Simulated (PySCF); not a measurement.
An unknown is described by computed data only.

Elements present: C, F and H. Monoisotopic mass: 88.0688 u.

- Rotational structure: rotational constants A, B, C: 5.064, 2.434, 1.764 GHz [PBE0-D3(BJ)/def2-SVP]
- Valence photoelectron: vertical ionisation energy: 9.22 eV [ΔSCF CAM-B3LYP/def2-SVPD]
- Dipole: 1.99 D [CAM-B3LYP/def2-SVPD]
- UV, first state: lowest singlet excitation: 6.77 eV (183 nm, f = 0.065) [TDDFT CAM-B3LYP/def2-SVPD]
- Couplings: largest of the computed one-bond spin–spin couplings (means over like bonds): 19F–13C -227.5, 13C–1H +158.6, 13C–1H +152.7 (×2), 13C–1H +133.8 (×3), 13C–1H +132.6 (×3), 13C–13C +79.8, 13C–13C +49.5, 13C–13C +47.6 Hz [B3LYP/pcJ-1, spin–dipole term left out for some pairs]
- NMR, other nuclei: isotropic shieldings of nuclei other than C and H, by class: 446 (1 F) ppm [GIAO HF/pcSseg-2]
- XPS: C1s 290.2, C1s 290.4, C1s 290.6, C1s 290.9, C1s 292.9, F1s 692.1 eV [ΔSCF SCAN, pcX-2 on the ionised atom, pcseg-1 elsewhere, spin-free X2C]
- 13C NMR: chemical shifts (computed TMS as zero) by class: 144.0 (1 C), 132.8 (1 C), 74.9 (1 C), 21.3 (1 C), 14.3 (1 C) ppm [GIAO HF/pcSseg-2]

Electronic properties: PySCF, gas phase, density fitting. Levels stand in brackets. Isolated species at its PBE0-D3(BJ)/def2-SVP geometry (one conformer only). Each NMR value is the plain mean over a class of atoms that symmetry, rotation or inversion makes alike.

Question: Which formula fits the mass and the elements?

Answer: C5H9F (calculated 88.0688). No other formula that holds each of these elements comes within 0.0003 u with a fitting electron parity and a possible valence count.

Question: What is the compound? Reason from the data.

Answer: Numbering: `[CH3:1]/[CH:2]=[C:3](/[CH3:4])[CH2:5][F:6]`. Its formula, C5H9F, gives 1 degree of unsaturation: 0 rings and 1 π bond in the structure found. 5 carbons fall into 5 classes; from least to most shielded: fully substituted alkene carbon [C3] (144.0 ppm), alkene CH carbon [C2] (132.8 ppm), sp3 C–F carbon [C5] (74.9 ppm), allylic carbon [C4] (21.3 ppm), allylic carbon [C1] (14.3 ppm). The other shieldings belong to: 446 ppm, alkyl fluorine [F6]. The couplings run between: -227.5 Hz, alkyl fluorine [F6] and sp3 C–F carbon [C5]; +158.6 Hz, alkene CH carbon [C2] and its hydrogen; +152.7 Hz, sp3 C–F carbon [C5] and its hydrogen (with 1 like pair); +133.8 Hz, allylic carbon [C4] and its hydrogen (with 2 like pairs); +132.6 Hz, allylic carbon [C1] and its hydrogen (with 2 like pairs); +79.8 Hz, alkene CH carbon [C2] and fully substituted alkene carbon [C3]; +49.5 Hz, fully substituted alkene carbon [C3] and sp3 C–F carbon [C5]; +47.6 Hz, allylic carbon [C1] and alkene CH carbon [C2]. The core levels belong to: C1s 290.2 eV, alkene CH carbon [C2]; C1s 290.4 eV, fully substituted alkene carbon [C3]; C1s 290.6 eV, allylic carbon [C4]; C1s 290.9 eV, allylic carbon [C1]; C1s 292.9 eV, sp3 C–F carbon [C5]; F1s 692.1 eV, alkyl fluorine [F6]. The first electron is taken from the HOMO, whose largest Löwdin shares are 0.33 on the alkene CH carbon, 0.32 on the fully substituted alkene carbon, 0.08 on an allylic carbon and 0.07 on an allylic carbon. The optimised geometry has point group C1 and is an asymmetric top. Structure: `C/C=C(/C)CF`. Computed isomers that give other values at the same levels: `CC(C)=CCF` (13C chemical shifts (computed TMS as zero) by class: 148.9 (1 C), 129.9 (1 C), 73.9 (1 C), 26.4 (1 C), 18.1 (1 C) ppm); `CCC1(F)CC1` (13C chemical shifts (computed TMS as zero) by class: 69.3 (1 C), 30.0 (1 C), 12.1 (1 C), 9.3 (2 C) ppm); `C=C[C@H](C)CF` (13C chemical shifts (computed TMS as zero) by class: 153.5 (1 C), 121.7 (1 C), 82.8 (1 C), 40.4 (1 C), 19.8 (1 C) ppm). The assignments are read from this structure; whether some other isomer fits the data as well wasn't checked.

Shape of the structure used: `[CH3:1]/[CH:2]=[C:3](/[CH3:4])[CH2:5][F:6]`: C2–C3–C5–F6 133°.
